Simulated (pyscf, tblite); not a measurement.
`[B][F]` [singlet] + `[NH3]` -> `[NH2][BH][F]`: energy along the mass-weighted descent from the GFN2-xTB saddle (tblite), relative to the relaxed reactant side, a complex of the molecules.

(s (amu^1/2 bohr), E (kcal/mol)): (-3.51, 0.1); (-3.44, 0.1); (-3.35, 0.2); (-3.24, 0.3); (-3.11, 0.4); (-2.90, 0.8); (-2.64, 1.7); (-1.68, 3.2); (-0.600, 7.3); (0.360, 6.3); (1.44, -41.7); (2.40, -77.7); (3.36, -96.0); (4.20, -100.2); (4.26, -100.2)

Task: The GFN2-xTB barrier from the reactant side is 42.6 kJ/mol. What does ωB97X-D3(BJ) (PySCF) give from its own reactant-side minimum, in def2-SVP and in def2-TZVP?

Result: 99.2 kJ/mol in the double-zeta basis after reoptimising the saddle, and 109.3 kJ/mol in the triple-zeta single point, so the tight-binding barrier lies 66.8 kJ/mol under the latter. The imaginary mode goes from 1367i to 1649i cm⁻¹.
